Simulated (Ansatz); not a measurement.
This geometry of CH5O2S (9 atoms, charge 1, multiplicity 1) is a first-order saddle point.

The calculation used RKS revPBE-D4/def2-SVP (Ansatz).

```xyz
9
Properties=species:S:1:pos:R:3
C -0.980 0.752 1.032
O -1.045 0.180 -0.332
S -0.369 -1.224 -0.663
O 1.494 -0.602 -1.166
H 0.062 0.722 1.399
H -1.337 1.790 0.908
H -1.658 0.174 1.689
H 2.198 -1.136 -0.727
H 1.635 -0.658 -2.141
```

(1) Which two structures does it join? (They come from a converged band through this point; their orientation in space is the band's.)

(2) How far does it lie above each of them?

Answers

(1) No bond is made or broken. The dihedral H5–C1–O2–S3 goes from 111 to -11°. The two ends are copies of one structure, up to a mirror image or an exchange of like atoms.

Initial state:

```xyz
9
Properties=species:S:1:pos:R:3
C -0.788 1.137 0.828
O -0.657 0.699 -0.575
S -0.657 -0.842 -0.966
O 1.323 -1.277 -0.780
H 0.191 1.569 1.112
H -1.561 1.928 0.812
H -1.073 0.288 1.477
H 1.479 -2.092 -0.246
H 1.742 -1.410 -1.663
```

Final state:

```xyz
9
Properties=species:S:1:pos:R:3
C -0.989 0.529 1.158
O -1.096 -0.193 -0.126
S -0.069 -1.341 -0.517
O 1.404 -0.248 -1.398
H -0.263 0.029 1.826
H -0.686 1.564 0.909
H -2.013 0.523 1.576
H 2.299 -0.476 -1.052
H 1.413 -0.387 -2.375
```

(2) 0.036 eV above the first and 0.036 eV above the second. This is the barrier of this one path; another mechanism may lie lower. Limits of this set-up: the dipole of an ion depends on the origin.

The run took 41 s on 1 thread of Intel(R) Xeon(R) Platinum 8375C CPU @ 2.90GHz (Ice Lake) (shared host), peak memory 0.14 GiB.
